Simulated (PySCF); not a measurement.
**`Nc1cscn1`, C₃H₄N₂S**

Geometry (Å), atoms numbered from 1 in this order:
```xyz
10

N    -1.513   -0.705   -0.809
C    -0.354   -0.122   -0.352
C    -0.179    1.172    0.052
S     1.475    1.429    0.462
C     1.794   -0.208    0.069
N     0.778   -0.889   -0.331
H    -1.502   -1.709   -0.764
H    -2.372   -0.298   -0.485
H    -0.913    1.961    0.112
H     2.792   -0.621    0.164
```

Method: UKS BHandHLYP/def2-SVP four-point reorganisation energy, gas phase in PySCF. Geometry: BHandHLYP/def2-SVP.

(1) What is the inner reorganisation energy for hole transfer, with the ionisation energy?

Results:

(1) λ = 0.406 (surface of the oxidised species) + 0.240 (surface of the starting species) = 0.646 eV. The ionisation energy is 7.91 eV vertical and 7.51 eV adiabatic without zero-point energy; at the relaxed geometry of the oxidised species the two energies differ by 7.27 eV. Largest bond changes: N1–C2 1.376 → 1.312 Å, C2–C3 1.367 → 1.425 Å, S4–C5 1.714 → 1.764 Å, C3–S4 1.723 → 1.683 Å, C5–N6 1.287 → 1.275 Å. ⟨S²⟩ of the relaxed oxidised species 0.768.
